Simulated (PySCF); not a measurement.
Species: C₄H₅ (doublet state).
Geometry (GFN2-xTB, Å), atoms numbered from 1 in this order:
```
atom  x, y, z in Å
C1     2.0143    0.0895   -0.4716
C2     0.8933   -0.2728   -0.2582
C3    -0.4976   -0.6228    0.0177
C4    -1.2177    0.6148    0.3878
H5     3.0060    0.3712   -0.6657
H6    -0.5151   -1.3529    0.8331
H7    -0.9227   -1.0773   -0.8827
H8    -1.5854    1.2697   -0.3786
H9    -1.1616    0.9866    1.3929
```

The hyperfine couplings belong to this conformer and change with its torsions.

As a line formula: `C#CC[CH2]` [radical].

Computed, not measured: UKS B3LYP, pcH-1 on C H, non-relativistic, mean-field spin-orbit, GIAO in PySCF 2.14.0. Geometry: GFN2-xTB, one conformer, isolated molecule. The geometry wasn't refined by DFT: couplings that depend on bond lengths, twists or pyramidal angles can differ widely from those at the functional's own minimum. The SCF solution wasn't tested for stability.

Largest spin populations (Mulliken): C4 (+1.08) and C3 (-0.07). C4 is the only atom above +0.15. The angles at C4 add up to 358.2°, so it is nearly planar; its axial dipolar tensor and the negative couplings of its protons fit spin in a p orbital normal to that plane.

Q: Find Q in a(H) = Q·ρ(C) for the protons on the planar carbons that carry spin.

A: 
```json
{"H": "H8", "C": "C4", "ρ(C)": "+1.078", "a(H) (G)": "-21.94", "a/ρ (G)": "-20.4"}
{"H": "H9", "C": "C4", "ρ(C)": "+1.078", "a(H) (G)": "-21.94", "a/ρ (G)": "-20.4"}
```

These protons share one ρ (within 0.01), so their mean ratio, Q = -20.4 G, is no test of linearity. In McConnell's picture π spin on carbon polarises the C–H bond and leaves opposite spin at the proton, which makes Q negative, as found here.

Q: List the C–H protons on four-coordinate carbons next to a three-coordinate spin centre, with their couplings and θ (C–H bond against the normal to the plane of the centre's neighbours, projected along the bond that joins the two).

A: 
| β H | on | centre | θ (°) | cos²θ | a (G) |
| --- | --- | --- | --- | --- | --- |
| H6 | C3 | C4 | 61 | 0.24 | +11.37 |
| H7 | C3 | C4 | 61 | 0.23 | +11.27 |

Couplings in gauss use g_iso = 2.0026.

Hardware: an Arm Neoverse N1 with one thread (shared host). Cost: 17 s of wall time.
